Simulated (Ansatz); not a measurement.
Basis-set extrapolation for ozone (PBE0-D4/def2-TZVP geometry, frozen core, the Gaussian-basis code of Ansatz). Multiplicity 1, RHF reference.

|  | cc-pV(T+d)Z | cc-pV(Q+d)Z |
| --- | --- | --- |
| HF | -224.351139 | -224.369553 |
| MP2 correlation | -0.763726 | -0.818322 |
| CCSD(T) correlation | -0.778916 | -0.830852 |

Energies in hartree. Use E(X) = E(∞) + A·exp(−5.46·√X) for Hartree–Fock and E(X) = E(∞) + B·X^(−3.05) for correlation, with X = 3 and 4.

**Question.** What is the CCSD(T) energy at the basis-set limit?

**Answer.** HF limit: -224.369553 + (-0.018414) × 0.30130 = -224.37510. Correlation limit: -0.830852 + (-0.051936) × 0.71189 = -0.86782. Total: -225.24292 hartree, 296.3 kJ/mol below CCSD(T)/cc-pV(T+d)Z.
